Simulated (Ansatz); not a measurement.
Voigt–Reuss–Hill bulk modulus (GPa) of solids drawn from the class of elemental solids other than molecular ones, at two levels: LDA (plane waves, PAW; Ansatz, an electronic-structure program), and PBEsol (PAW; Ansatz).

```csv
solid,LDA,PBEsol,shift (%)
hcp Cd,67.5,57.3,-15.1
hcp Re,405,391,-3.5
hcp Be,131,124,-5.3
double-hcp La,29.6,26.7,-9.8
hcp Y,43.7,42.5,-2.7
hcp Hf,120,114,-5.0
hcp Ru,366,347,-5.2
hcp Mg,39.8,37.4,-6.0
hcp Sc,61.6,57.3,-7.0
white tin (β-Sn),59.6,55.8,-6.4
```

The shifts run from -15.1 % to -2.7 %, with a median of -5.7 %.

Over all 10 rows PBEsol is the larger in 0.

Ansatz's runs of these crystals have no spin polarisation.

Spin–orbit coupling is left out, also for the solids with elements from indium on (hcp Re, double-hcp La, hcp Hf, white tin (β-Sn)); its size isn't shown.

Each level is taken at its own relaxed cell. Ansatz's density-functional and Hartree–Fock values are scalar-relativistic unless marked +SOC, with PAW data made under PBE.
